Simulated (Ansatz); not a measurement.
Cubic perovskite KTaO3, treated with PBE0+SOC in Ansatz (plane waves, PAW).

Settings: plane-wave cutoff 460 eV, 6×6×6 k mesh, Fermi–Dirac smearing 0.01 eV, PAW data made under PBE.

The cell has the measured lattice: a = b = c = 3.9885 Å, α = β = γ = 90.00°.

**Question.** Predict the band gap and smallest direct gap on the k points sampled.

**Answer.** 
- band gap = 4.19 eV (on the SCF k mesh) (indirect)
- smallest direct gap on the k points sampled = 4.74 eV

Measured, for comparison: band gap 3.64 eV (temperature not stated, no zero-point or thermal correction, indirect; as tabulated in Himmetoglu and Janotti (2016), arXiv:1601.06205). Computed (rounded) less measured: band gap +0.55 eV.

Note: cell and atoms aren't relaxed at this level (pressure -0.6 GPa).

The computed numbers hold no vibrational or temperature effects.

Ansatz is a program for electronic structure.
